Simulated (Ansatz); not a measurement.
**LiC+ (triplet): wave-function methods side by side, aug-cc-pVTZ**

How much of the correlation energy of LiC+ (triplet) does each wave-function method recover here?

Computed with Ansatz 0.2.0, Gaussian basis. Level: aug-cc-pVTZ, core rule «outside noble gas», up to 2 orbitals frozen.

The runs, in order: UHF; CCSD(T) on ROHF; CCSD(T) on UHF; BCCD(T) on ROHF; CCSDT(Q) on ROHF; CCSDT(Q) on UHF; Full CI.

22 further runs of the same task are left out: 5 for a known fault of the program, 6 that didn't finish, 11 set aside as unsound or not needed. Runs told in other sessions of the task aren't counted.

**1. What is computed**

The geometry is a PBE0/def2-TZVP stationary point (not a proven minimum).

2 atoms, charge 1, spin multiplicity 3.

Atoms are counted from 1 here; the program's logs count them from 0.

Bond lengths: C1–Li2 2.280 Å.

Geometry (Å):

```xyz
2
CLi
C     0.0000    0.0000    0.0000
Li    0.0000    0.0000    2.2800
```

**2. UHF**

in.yaml

```yaml
crystal:
  periodic: [false, false, false]
  atoms:
    - {symbol: C, position_ang: [0.000000, 0.000000, 0.000000]}
    - {symbol: Li, position_ang: [0.000000, 0.000000, 2.280000]}
basis:
  gaussian: {orbitals: aug-cc-pVTZ}
total_charge: 1
magnetization: {spin_polarized: true, initial_magnetization: 2}
hamiltonian: {xc: hf}
output: {orbitals: {seedname: orbitals}}
```

Command:

```sh
$ ansatz run in.yaml --threads 1 --pin off --events-out ev --progress --plain --max-ram 2393MiB
```

The runs that follow: CCSD(T) on ROHF; CCSD(T) on UHF; BCCD(T) on ROHF; CCSDT(Q) on ROHF; CCSDT(Q) on UHF; Full CI.

Q: Predict the results of all the runs planned. Wanted: FCI from the RHF energy; RMP2 from FCI; UMP2 from FCI; RCCSD from FCI; RCCSD(T) from FCI; UCCSD(T) from FCI; RCCSDT(Q) from FCI; UCCSDT(Q) from FCI; T1 diagnostic.

The runs gave:

| quantity | value |
| --- | --- |
| FCI from the ROHF energy | -2.5517 eV |
| RMP2 from FCI | +14.10 kcal/mol |
| UMP2 from FCI | +13.99 kcal/mol |
| RCCSD from FCI | +1.73 kcal/mol |
| RCCSD(T) from FCI | +0.33 kcal/mol |
| UCCSD(T) from FCI | +0.28 kcal/mol |
| RCCSDT(Q) from FCI | -0.01 kcal/mol |
| UCCSDT(Q) from FCI | -0.05 kcal/mol |
| levels within 1 kcal/mol (43 meV) | RCCSD(T), UCCSD(T), BCCD(T), RCCSDT, UCCSDT, RCCSDT(Q), UCCSDT(Q) |
| T1 diagnostic | 0.022 |
| effectively unpaired electrons | 2.03 |

RCCSD(T) misses by +0.33 kcal/mol, 0.6 % of the correlation energy. UCCSDT(Q) falls below full CI: unrestricted runs freeze a spin-polarised core, another one than full CI's, and coupled cluster isn't variational. One determinant dominates. These misses are within one basis, not against nature; the frozen cores of restricted and unrestricted runs differ, which can shift their rows.

Levels on UHF freeze UHF's core orbitals, full CI those of ROHF, so the U rows can settle a little off it for that reason alone.
